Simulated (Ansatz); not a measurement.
Calculated with Ansatz (gas phase, PBE0-D4/def2-TZVP geometries, no zero-point term in ΔE). CCSD(T)/CBS is frozen-core, at the limit of the def2 triple- and quadruple-zeta sets. DFT in def2-TZVPP. Open shells (•) are unrestricted, without spin–orbit coupling. Spin–orbit coupling would lower the free atoms: a little for Al, S. One conformer a species, not always the lowest.

`[SH][AlH][SH]` → Al• + 3 H• + 2 S•  (atomization)

What is ΔE at CCSD(T)/CBS? (Estimate.)

The calculation gave: +1724.5 kJ/mol.

What do these levels give: BLYP-D4, PBE0, CCSD/def2-SVP, HF/cc-pV(D+d)Z, CCSD(T)/cc-pV(Q+d)Z, CCSD(T)/CBS(cc)? (Estimate.)

Computed: BLYP-D4 1681.7, PBE0 1687.0, CCSD/def2-SVP 1555.5, HF/cc-pV(D+d)Z 1223.3, CCSD(T)/cc-pV(Q+d)Z 1699.2, CCSD(T)/CBS(cc) 1726.3 kJ/mol.

Largest T1 diagnostic among the species: 0.018.

From r2SCAN to r2SCAN0 (25 % exact exchange), in def2-TZVPP and without D4, ΔE moves by −26.0 kJ/mol: exact exchange takes away binding that semilocal exchange gives to molecules. Leaving LDA and LC-ωPBE aside and taking each functional with its dispersion term where it has one, the values, not all of them listed here, spread over 93.3 kJ/mol, from BHLYP-D4 to B97M-V. LDA lies +224.9 kJ/mol from PBE without D4, its usual overbinding.
